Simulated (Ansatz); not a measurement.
One 2-atom cell of rock-salt MgO (8×8×8 k mesh) in Ansatz (a program for electronic structure) on different hardware, wall time of one geometry. The machine ran nothing else. Each time is one whole self-consistent calculation from the program's own starting density. Runs that were refused, crashed or met a hardware fault are not listed.

```
level         1 x GB200 with 34 host threads  1 x GB300 with 34 host threads  4 x GB200 with 142 host threads  4 x GB200 with 72 host threads  72 threads on Grace (Neoverse V2), one socket  8 threads on AMD EPYC 9R45  94 threads on AMD EPYC 9R45
------------  ------------------------------  ------------------------------  -------------------------------  ------------------------------  ---------------------------------------------  --------------------------  ---------------------------
LDA                                   0.84 s                          0.84 s                                –                           3.5 s                                         0.15 s                      0.14 s                       0.22 s
PBE                                   0.87 s                          0.84 s                                –                           3.6 s                                         0.14 s                      0.13 s                       0.21 s
r²SCAN                                0.97 s                          0.93 s                                –                           3.4 s                                         0.25 s                      0.22 s                       0.33 s
r²SCAN+rVV10                           1.0 s                           1.1 s                                –                           3.5 s                                         0.31 s                      0.31 s                       0.43 s
HSE06                                  2.7 s                           2.9 s                            6.8 s                               –                                          1.2 s                       1.8 s                        1.6 s
PBE0                                   2.6 s                           2.9 s                            6.8 s                               –                                          1.2 s                       1.8 s                        1.5 s
Hartree–Fock                           3.1 s                           3.5 s                            7.6 s                               –                                          1.6 s                       2.3 s                        2.1 s
```
